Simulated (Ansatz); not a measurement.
**SiBH₅ (SMILES B[SiH3]): single points off equilibrium**

The atoms stand at a structure displaced at random from a GFN2-xTB minimum. How far do the functionals agree with CCSD(T) there?

Computed with Ansatz 0.2.0, Gaussian basis. Level: single points in def2-TZVPP.

Cores are frozen in the correlated methods.

**1. The system as given**

SMILES `B[SiH3]`, 7 atoms, charge 0, spin multiplicity 1.

Atoms are counted from 1 here; the program's logs count them from 0.

Bond lengths: B1–Si2 1.907 Å, B1–H3 1.222 Å, B1–H4 1.437 Å, Si2–H5 1.434 Å, Si2–H6 1.401 Å, Si2–H7 1.386 Å. Angles: Si2–B1–H3 128.1°, Si2–B1–H4 128.5°, H3–B1–H4 103.2°, B1–Si2–H5 108.9°, B1–Si2–H6 105.3°, B1–Si2–H7 116.4°, H5–Si2–H6 106.1°, H5–Si2–H7 108.7°, H6–Si2–H7 110.9°.

Geometry (Å):

```mol
BH5Si
  3D, bonds by distance, orders not assigned

  7  6  0  0  0  0  0  0  0  0999 V2000
   -0.1235   -1.0610    0.2439 B   0  0
    0.0465    0.7970   -0.1527 Si  0  0
   -1.1484   -1.7163    0.3641 H   0  0
    0.9129   -2.0487    0.3671 H   0  0
   -0.6978    1.0885   -1.3431 H   0  0
   -0.6133    1.4590    0.8913 H   0  0
    1.3373    1.2784   -0.3057 H   0  0
  1  2  8  0
  1  3  8  0
  1  4  8  0
  2  5  8  0
  2  6  8  0
  2  7  8  0
M  END
```

**2. CCSD(T)/def2-TZVPP**

Contents of run/in.yaml:

```yaml
crystal:
  periodic: [false, false, false]
  atoms:
    - {symbol: B, position_ang: [-0.123500, -1.061000, 0.243900]}
    - {symbol: Si, position_ang: [0.046500, 0.797000, -0.152700]}
    - {symbol: H, position_ang: [-1.148400, -1.716300, 0.364100]}
    - {symbol: H, position_ang: [0.912900, -2.048700, 0.367100]}
    - {symbol: H, position_ang: [-0.697800, 1.088500, -1.343100]}
    - {symbol: H, position_ang: [-0.613300, 1.459000, 0.891300]}
    - {symbol: H, position_ang: [1.337300, 1.278400, -0.305700]}
basis:
  gaussian: {orbitals: def2-TZVPP}
correlation: {method: ccsd_t}
output: {forces: true}
```

No record of the launch command was kept for these runs.

**3. PBE0-D4/def2-TZVPP**

Edit run/in.yaml of step 2 so:

```diff
@@ -12,3 +12,3 @@
   gaussian: {orbitals: def2-TZVPP}
-correlation: {method: ccsd_t}
-output: {forces: true}
+hamiltonian: {xc: pbe0, dispersion: d4}
+output: {forces: true, orbitals: {seedname: orbitals}}
```

**4. wB97M-V/def2-TZVPP**

Edit run/in.yaml of step 3 so:

```diff
@@ -12,3 +12,3 @@
   gaussian: {orbitals: def2-TZVPP}
-hamiltonian: {xc: pbe0, dispersion: d4}
-output: {forces: true, orbitals: {seedname: orbitals}}
+hamiltonian: {xc: {name: wB97M-V}}
+output: {forces: true}
```

**5. r2SCAN-D4/def2-TZVPP**

Edit run/in.yaml of step 4 so:

```diff
@@ -12,3 +12,3 @@
   gaussian: {orbitals: def2-TZVPP}
-hamiltonian: {xc: {name: wB97M-V}}
+hamiltonian: {xc: r2scan, dispersion: d4}
 output: {forces: true}
```

**6. PBE-D4/def2-TZVPP**

Edit run/in.yaml of step 5 so:

```diff
@@ -12,3 +12,3 @@
   gaussian: {orbitals: def2-TZVPP}
-hamiltonian: {xc: r2scan, dispersion: d4}
+hamiltonian: {xc: pbe, dispersion: d4}
 output: {forces: true}
```

**7. wB97X-V/def2-TZVPP**

Edit run/in.yaml of step 6 so:

```diff
@@ -12,3 +12,3 @@
   gaussian: {orbitals: def2-TZVPP}
-hamiltonian: {xc: pbe, dispersion: d4}
+hamiltonian: {xc: {name: wB97X-V}}
 output: {forces: true}
```

**8. r2SCAN0-D4/def2-TZVPP**

Edit run/in.yaml of step 7 so:

```diff
@@ -12,3 +12,3 @@
   gaussian: {orbitals: def2-TZVPP}
-hamiltonian: {xc: {name: wB97X-V}}
+hamiltonian: {xc: {name: r2SCAN0}, dispersion: d4}
 output: {forces: true}
```

(Steps that only read results are left out.)

What does the calculation give? Wanted: energy less free atoms, CCSD(T)/def2-TZVPP; RMS force component; RMS force error; HOMO and LUMO, PBE0-D4; T1 diagnostic.

The runs gave:

| quantity | value |
| --- | --- |
| energy less free atoms, CCSD(T)/def2-TZVPP | -19.870 eV |
| RMS force component | 1.409 to 1.528 eV/Å over the methods |
| RMS force error | PBE0-D4 0.113, wB97M-V 0.072, r2SCAN-D4 0.123, PBE-D4 0.228, wB97X-V 0.042, r2SCAN0-D4 0.068 eV/Å |
| HOMO and LUMO, PBE0-D4 | -8.55 and -2.54 eV |
| T1 diagnostic | 0.013 |

In words: Against CCSD(T) the functionals' energies less atoms differ by -0.628 to -0.262 eV, PBE-D4 by -0.262 eV. The reference is not at the basis limit: in triple zeta CCSD(T) underbinds, which counts against methods that bind more; the gaps are no ranking. On forces the order runs from wB97X-V to PBE-D4. Frozen-core CCSD(T) forces in triple zeta carry basis errors of their own, and this is one geometry, so small gaps rank nothing.
